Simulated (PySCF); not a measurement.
Molecular orbitals of AlF

PBE0 at R = 1.670 Å; PySCF, no relativity, basis sets Al def2-TZVP, F def2-TZVP. State: ¹Σ⁺ (singlet), closed shell. Only the outer orbitals are listed, counted within each symmetry.

```csv
orbital,occ.,ε (eV),on Al (%),main shells (%)
5σ,2,-31.72,7,92 F s
6σ,2,-12.79,17,"80 F p, 13 Al s"
2π,2,-11.34,7,93 F p
2π,2,-11.34,7,93 F p
7σ,2,-7.16,94,"80 Al s, 13 Al p"
3π,0,-1.34,98,96 Al p
3π,0,-1.34,98,96 Al p
8σ,0,0.56,103,"84 Al p, 13 Al d"
```

Question: Which are the highest filled and the lowest empty level, where do they sit, and how wide is the gap?

Answer: Highest filled 7σ at -7.16 eV (in %: 80 Al s, 13 Al p); lowest empty 3π at -1.34 eV (in %: 96 Al p); the gap at PBE0 is 5.82 eV.

```
bond order (Mayer)                              : 1.05
⟨S²⟩                                            : 0.000
charge on Al (Mulliken, basis-dependent)        : 0.34
charge on Al (Löwdin, basis-dependent)          : 0.08
dipole moment (positive dipole means Al(−)F(+)) : -1.42 D
polarisability along the bond                   : 34.1 bohr³
polarisability across the bond                  : 39.9 bohr³
```

Shares are Mulliken populations and can fall outside 0 to 100 %.
